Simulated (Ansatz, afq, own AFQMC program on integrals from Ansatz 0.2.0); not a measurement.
# Where AFQMC and coupled cluster stand for CuCH3, singlet

```csv
atom,x (Å),y (Å),z (Å)
Cu,-0.4681,0.0036,0.0029
C,1.9078,-0.0147,-0.0117
H,2.2504,-1.0509,-0.0087
H,2.2678,0.5037,0.8786
H,2.2568,0.4949,-0.9114
```

Connectivity, by distances: Cu–CH3.

Basis def2-SVP. Only valence electrons are correlated. Integrals, coupled cluster, full CI and functionals: Ansatz 0.2.0; the random walks run on the same integrals in our own AFQMC program. ph-AFQMC/CISD is guided by a CISD state made of CCSD amplitudes; releasing the constraint for a short imaginary time cuts its bias at the price of noise, slowly where states lie close. ± is one standard error of the sampling. The metal's outer-core s and p shells are frozen, which shifts wave-function levels against functionals.

Determinant: RHF, the one that the program's search chose, which needn't be the lowest solution. The geometry is a point of a scan.

No full CI on the walks' own integrals is used here; CCSDT(Q) serves as the reference and is uncertain by about the last step of the cluster series.

Cautions: no relativity below Rb; outer-core shells of the metal frozen; higher spins were not checked; restricted determinant unstable towards unrestricted (UHF 68 meV lower, ⟨S²⟩ 0.38); the released energies get too noisy after the second time (errors over twice the walk's own, or jumping), so no released level is given (meV from the phaseless value at times in 1/Eh: -10 ± 9 at 0.24, -20 ± 7 at 0.51, -2 ± 13 at 0.99, -2 ± 16 at 1.50), though the last usable value meets CCSDT(Q) within the noise.

```
T1 diagnostic                               : 0.0312
weight of the determinant in the CISD state : 0.845
size of the correlated space                : 18 electrons in 50 orbitals
```

| level | correlation energy (eV) |
| --- | --- |
| MP2 | -12.4540 |
| CCSD | -12.0759 |
| CCSD(T) | -12.5780 |

Estimate where phaseless AFQMC with a CISD trial lies against CCSD(T) on the same integrals.

39.3 ± 3.8 meV above CCSD(T).

Reference: CCSDT(Q), correlation energy -12.546 eV.

```
        level  E − E(reference) (meV)  share of correlation (%)
      CCSD(T)                   -31.9                    100.25
        CCSDT                   -37.4                    100.30
ph-AFQMC/CISD               7.5 ± 3.8                     99.94
```

A walk keeps the symmetry of its determinant, which the program's search chose and which needn't be the lowest solution, so a lower state of the same spin and another symmetry isn't excluded.
